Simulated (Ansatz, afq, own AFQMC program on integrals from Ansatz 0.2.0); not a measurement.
Where AFQMC and coupled cluster stand for Cl⁺, triplet

A free Cl cation.

Basis cc-pVQZ. Only valence electrons are correlated. Ansatz 0.2.0 and our own AFQMC program on the same integrals; the CISD trial comes from CCSD amplitudes, and released means the phaseless constraint is let go. Free projection: walkers drawn from exp(T), propagated without any constraint. Its projection time is finite, and what remains of the start isn't in its error. Error bars are statistical, one sigma.

Determinant: UHF, the one that the program's search chose, which needn't be the lowest solution.

Full CI is exact in this basis; its frozen core comes from its own orbitals, which moves totals by up to a few meV.

Cautions: full CI with its own frozen core.

The T1 diagnostic is 0.0090 and the weight of the determinant in the CISD state is 0.939. The ⟨S²⟩ of the determinant is 2.011 and the size of the correlated space is 6 electrons in 54 orbitals.

Reference: full CI, correlation energy -4.475 eV. The released energy is read at 2.40 1/Eh (meV from the phaseless value at times in 1/Eh: -2.2 ± 1.5 at 0.24, -4.8 ± 1.1 at 0.51, -7.2 ± 1.2 at 0.99, -10.6 ± 1.3 at 1.62, -9.0 ± 1.4 at 2.40).

```csv
level,E − E(reference) (kJ/mol),share of correlation (%)
HF,431.8,0.00
MP2,76.3,82.32
CCSD,15.6,96.38
CCSD(T),1.9,99.55
CCSDT,0.0,99.99
CCSDT(Q),-0.3,100.07
ph-AFQMC/HF,5.9 ± 1.6,98.63
ph-AFQMC/CISD,0.6 ± 0.2,99.87
released AFQMC,-0.3 ± 0.1,100.07
free AFQMC,-0.8 ± 0.2,100.19
```

CCSDT and higher add their correlation energy to the determinant of the CCSD(T) run, since their own runs factorise the integrals more tightly (a shift of under 2 meV). Free projections are given only where their last times agree within the noise and don't stop above the reference; a slow remainder of the start can still hide under it. A walk keeps the symmetry of its determinant, which the program's search chose and which needn't be the lowest solution, so a lower state of the same spin and another symmetry isn't excluded. Released energies are given only where the last usable release times agree within the noise; a slower fall can still hide under it.
